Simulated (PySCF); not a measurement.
**Highest orbital energy against ionisation energy along the alkaline earths**

Calculated with PySCF 2.14, no spin-orbit coupling. Each cell gives −ε(HOMO) / ΔSCF in eV; NIST values include spin-orbit coupling, (s) semi-empirical, (t) theoretical.

```
                                                                              species            UHF            LDA            PBE           PBE0         r2SCAN  NIST (lowest levels)
              Be (x2c-TZVPPall with one added diffuse shell of s type, spin-free X2C)  8.415 / 8.043  5.596 / 9.022  5.607 / 8.997  6.491 / 8.971  5.747 / 8.789                 9.323
   Mg (x2c-TZVPPall with one added diffuse shell each of s, p, d type, spin-free X2C)  6.895 / 6.621  4.782 / 7.747  4.709 / 7.643  5.433 / 7.568  4.818 / 7.376                 7.646
   Ca (x2c-TZVPPall with one added diffuse shell each of s, p, d type, spin-free X2C)  5.342 / 5.139  3.861 / 6.239  3.763 / 6.097  4.329 / 6.019  3.831 / 5.825                 6.113
Sr (x2c-TZVPPall with one added diffuse shell each of s, p, d, f type, spin-free X2C)  4.933 / 4.746  3.642 / 5.879  3.523 / 5.707  4.045 / 5.620  3.572 / 5.427                 5.695
   Ba (x2c-TZVPPall with one added diffuse shell each of s, p, d type, spin-free X2C)  4.439 / 4.272  3.343 / 5.382  3.225 / 5.211  3.694 / 5.124  3.263 / 4.920                 5.212
```

How far is −ε(HOMO) from ΔSCF on average for each method, and why?

UHF 0.24 eV; LDA -2.61 eV; PBE -2.57 eV; PBE0 -1.86 eV; r2SCAN -2.22 eV. Hartree-Fock orbital energies lack relaxation and so exceed the ΔSCF value; semilocal functionals have convex E(N) from self-interaction, so their HOMO lies far too high; exact exchange moves hybrids part of the way back.
